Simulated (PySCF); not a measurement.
**Working out the ionisation energy of Ar**

Ar [Ar] (1S) → Ar⁺ [Ne] 3s2 3p5 (2P). Calculation: PySCF 2.14, in aug-cc-pCVTZ-DK (8s7p5d3f, 75 functions); scalar relativity by spin-free X2C-1e. Frozen: nothing. Energies in hartree (1 hartree = 27.21139 eV):

```tsv
part	Ar (lower)	Ar⁺ (upper)
UHF	-528.621686	-528.087392
MP2 opposite-spin	-0.408854	-0.379188
MP2 same-spin	-0.152996	-0.138109
```

**Question.** What does Hartree-Fock give?

**Answer.** (-528.087392) − (-528.621686) = 0.534294 hartree = 14.539 eV.

**Question.** What do MP2 and SCS-MP2 (6/5 opposite-spin, 1/3 same-spin) give?

**Answer.** The opposite-spin parts differ by 0.807 eV and the same-spin parts by 0.405 eV. MP2: 14.539 + (0.807) + (0.405) = 15.751 eV. SCS-MP2: 14.539 + 1.2 × (0.807) + (0.405)/3 = 15.642 eV.

Measured between the centres of the two terms (NIST): 15.819 eV, so MP2 (all electrons) is off by -0.068 eV.

What remains against the reference includes basis incompleteness and correlation beyond second order.
